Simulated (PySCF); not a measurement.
methanethiol (CH₄S), SMILES CS. Atoms are numbered in the order given.

```xyz
6

C      0.0198     1.1571     0.0000
S     -0.0868    -0.6628     0.0000
H      0.5214     1.5239     0.8930
H     -1.0064     1.5205     0.0000
H      0.5214     1.5239    -0.8930
H      1.2339    -0.9056     0.0000
```

The structure is a stationary point at B3LYP-D3(BJ)/def2-TZVP.

These are PBE/pcJ-1 in PySCF values and carry that method's errors.

Isotropic couplings with Fermi-contact, spin-dipole and both spin-orbit terms, one fixed conformer, no vibrational averaging. Isotopes: 13C, 1H.

Question: Estimate the spin–spin coupling constants. (The exact figures need the calculation; the answer reports its results.)

Answer: 
| pair | bonds apart | J (Hz) |
|---|---|---|
| C1–H3 | 1 | 136.4 |
| C1–H4 | 1 | 130.6 |
| C1–H5 | 1 | 136.4 |
| C1–H6 | 2 | -0.8 |
| H3–H4 | 2 | -12.3 |
| H3–H5 | 2 | -7.6 |
| H4–H5 | 2 | -12.3 |
| H3–H6 | 3 | 3.3 |
| H4–H6 | 3 | 15.7 |
| H5–H6 | 3 | 3.3 |
